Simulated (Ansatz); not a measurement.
We consider α-phase B, described by r²SCAN (PAW; Ansatz, a quantum-chemistry and plane-wave program).

Numerical settings: plane-wave cutoff 560 eV, 8×8×8 k mesh, Fermi–Dirac smearing 0.01 eV, scalar-relativistic PAW data made under PBE.

Response to compression and expansion:

Shape and atoms are relaxed at each volume.

| V (Å³/atom) | P (GPa) | direct gap at Γ (eV) | smallest gap on the k mesh (eV) | c (Å) |
|---|---|---|---|---|
| 6.935 | 9.47 | 1.848 | 1.439 | 12.362 |
| 7.080 | 4.50 | 1.950 | 1.555 | 12.439 |
| 7.224 | 0.00 | 2.055 | 1.638 | 12.514 |
| 7.369 | -4.08 | 2.165 | 1.713 | 12.587 |
| 7.513 | -7.77 | 2.278 | 1.774 | 12.657 |

The fundamental gap (1.60 eV at the equilibrium volume, with added k points) lies elsewhere than Γ–Γ.

Note: the bulk modulus comes from volumes at which shape and atoms were relaxed.
